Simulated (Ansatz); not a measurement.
**Predicting a hybrid from its neighbours: C2F4**

C2F4: 6 atoms, total charge 0, spin state singlet. As SMILES, `FC(F)=C(F)F`. The shape is that of a PBE0-D4/def2-TZVP optimisation.

The vertical ionisation energy (to the doublet cation) y, in eV, basis 6-31G(d); a is the functional's share of exact exchange. Programs: Ansatz 0.2.0.

| functional | program | a | y (eV) |
| --- | --- | --- | --- |
| BLYP | Ansatz | 0 | 9.32 |
| r2SCAN | Ansatz | 0 | 9.67 |
| B3LYP | Ansatz | 0.2 | 9.87 |
| PBE0 | Ansatz | 0.25 | ? |
| r2SCAN0 | Ansatz | 0.25 | 10.00 |
| BHLYP | Ansatz | 0.5 | 10.14 |

Fit y = c + s·a to the known rows and predict PBE0.


1. Means of the 5 rows: a = 0.1900, y = 9.800.
2. Σ(Δa)² = 0.172, Σ(Δa·Δy) = 0.234, so the slope is 0.234/0.172 = 1.3605.
3. Intercept: 9.800 − (1.3605) × 0.1900 = 9.542. The largest residual of the fit is 0.22.
4. PBE0: 9.542 + (1.3605) × 0.25 = 9.88 eV.

The run gave 9.89 eV, so the prediction is off by -0.01 eV, within the scatter of the fit. The rows mix families of semi-local functionals, which the line can't see.
